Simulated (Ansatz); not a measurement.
**CH₂NaO radical (SMILES O[CH][Na]): functionals against CCSD(T) at one geometry**

An exercise on one series of results from a longer session: the logs are not shown, and one member is left open.

Computed with Ansatz 0.2.0, Gaussian basis. Level: single points in def2-TZVPP.

Cores are frozen in the correlated methods. The outer core shell of Li, Na, Mg and K is correlated. Orbitals are unrestricted.

## The system as given

SMILES `O[CH][Na]`, 5 atoms, charge 0, spin multiplicity 2.

Atoms are counted from 1 here; the program's logs count them from 0.

Bond lengths: O1–C2 1.481 Å, O1–Na3 2.675 Å, O1–H4 1.002 Å, C2–Na3 2.329 Å, C2–H5 1.117 Å. Angles: C2–O1–Na3 60.3°, C2–O1–H4 95.0°, Na3–O1–H4 150.8°, O1–C2–Na3 86.1°, O1–C2–H5 107.6°, Na3–C2–H5 148.3°, O1–Na3–C2 33.5°.

Coordinates:

```xyz
5
charge 0, multiplicity 2
O     0.0007   -0.3251    0.8267
C     0.3564    0.2067   -0.5092
Na   -0.9767    2.0367    0.0381
H     0.2870   -1.2647    0.6267
H     0.5424   -0.6663   -1.1814
```

The first run:

Contents of run/in.yaml:

```yaml
crystal:
  periodic: [false, false, false]
  atoms:
    - {symbol: O, position_ang: [0.000717, -0.325120, 0.826715]}
    - {symbol: C, position_ang: [0.356397, 0.206729, -0.509248]}
    - {symbol: Na, position_ang: [-0.976703, 2.036719, 0.038090]}
    - {symbol: H, position_ang: [0.286983, -1.264712, 0.626704]}
    - {symbol: H, position_ang: [0.542385, -0.666252, -1.181420]}
basis:
  gaussian: {orbitals: def2-TZVPP}
magnetization: {spin_polarized: true, initial_magnetization: 1}
hamiltonian: {xc: pbe, dispersion: d4}
output: {forces: true}
```

Started as:

```console
ansatz run in.yaml --threads 2 --pin off --events-out ev --progress --plain --max-ram 3481MiB
```

Steps of the session up to this table: PBE-D4/def2-TZVPP; r2SCAN-D4/def2-TZVPP; PBE0-D4/def2-TZVPP; wB97M-V/def2-TZVPP; CCSD(T)/def2-TZVPP.

One table of the session follows, with a row left open; its other results are not shown here.

| method | RMS force component (eV/Å) | angle to CCSD(T) forces (°) | dipole (D) |
| --- | --- | --- | --- |
| PBE-D4 | 0.888 | 17.5 | 3.58 |
| r2SCAN-D4 | 0.984 | 4.6 | 5.18 |
| PBE0-D4 | 1.077 | 10.9 | 5.28 |
| wB97M-V | ? | ? | ? |
| CCSD(T) | 0.980 | reference | 5.86 |

**Question.** Estimate the row for wB97M-V.

As computed: RMS force component (eV/Å): 1.044; angle to CCSD(T) forces (°): 7.1; dipole (D): 5.61. In the column «RMS force component (eV/Å)» it lies between r2SCAN-D4 (0.984) and PBE0-D4 (1.077).
